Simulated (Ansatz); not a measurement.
Reaction (atomization): `COC1CO1` → 3 C• + 6 H• + 2 O•

Isolated molecules relaxed with PBE0-D4/def2-TZVP in Ansatz; ΔE leaves out vibrations. CBS: MP2 limit from def2 TZ/QZ plus the TZ coupled-cluster correction, frozen cores. This one scheme is used for every species, atoms too. Functionals use def2-TZVPP. B3LYP here is the variant with VWN-RPA as its local correlation; programs differ in this. Open shells (•) are unrestricted, without spin–orbit coupling. Spin–orbit coupling would lower the free atoms: a little for C, O. Each species was taken in one conformer, which may not be the lowest.

`COC1CO1`:

Z-matrix (Å, degrees):
```
C
O 1 1.413
H 1 1.094 2 111.0
H 1 1.089 2 107.1 3 119.4
H 1 1.097 2 111.1 3 -121.6
C 2 1.364 1 112.7 3 64.0
O 6 1.409 2 117.4 1 -80.2
C 6 1.448 2 118.4 1 -149.1
H 6 1.092 2 114.5 1 57.3
H 8 1.087 6 120.5 2 -149.9
H 8 1.086 6 117.8 2 3.3
```

```json
{"level": "B2PLYP", "ΔE (kJ/mol)": "4314.3", "difference from CCSD(T)/CBS": "-41.8"}
{"level": "PBE", "ΔE (kJ/mol)": "4486.5", "difference from CCSD(T)/CBS": "130.4"}
{"level": "r2SCAN", "ΔE (kJ/mol)": "4374.5", "difference from CCSD(T)/CBS": "18.4"}
{"level": "B3LYP", "ΔE (kJ/mol)": "4326.3", "difference from CCSD(T)/CBS": "-29.8"}
{"level": "HF/def2-TZVPP", "ΔE (kJ/mol)": "3049.7", "difference from CCSD(T)/CBS": "-1306.4"}
{"level": "CCSD/def2-TZVPP", "ΔE (kJ/mol)": "4168.4", "difference from CCSD(T)/CBS": "-187.7"}
{"level": "HF/def2-QZVPP", "ΔE (kJ/mol)": "3055.0", "difference from CCSD(T)/CBS": "-1301.1"}
{"level": "MP2/def2-QZVPP", "ΔE (kJ/mol)": "4409.5", "difference from CCSD(T)/CBS": "53.4"}
{"level": "SCS-MP2/def2-QZVPP", "ΔE (kJ/mol)": "4379.2", "difference from CCSD(T)/CBS": "23.1"}
{"level": "HF/CBS(def2)", "ΔE (kJ/mol)": "3055.9", "difference from CCSD(T)/CBS": "-1300.2"}
{"level": "CCSD(T)/CBS", "ΔE (kJ/mol)": "4356.1", "difference from CCSD(T)/CBS": "0"}
```

Largest T1 diagnostic among the species: 0.012.

In def2-TZVPP, CCSD(T) changes the Hartree–Fock value by +1193.9 kJ/mol (the triples alone add +75.2 kJ/mol) and MP2 by +1293.5 kJ/mol; breaking electron pairs costs correlation energy, which Hartree–Fock lacks. From PBE to PBE0 (25 % exact exchange), in def2-TZVPP and without D4, ΔE moves by −111.7 kJ/mol: exact exchange takes away binding that semilocal exchange gives to molecules.

For atomizations the MP2-based limit and the directly extrapolated one differ by several kJ/mol either way, and by 10 to 25 for some Ge, Se and Sn compounds, so smaller differences from it don't rank the levels.
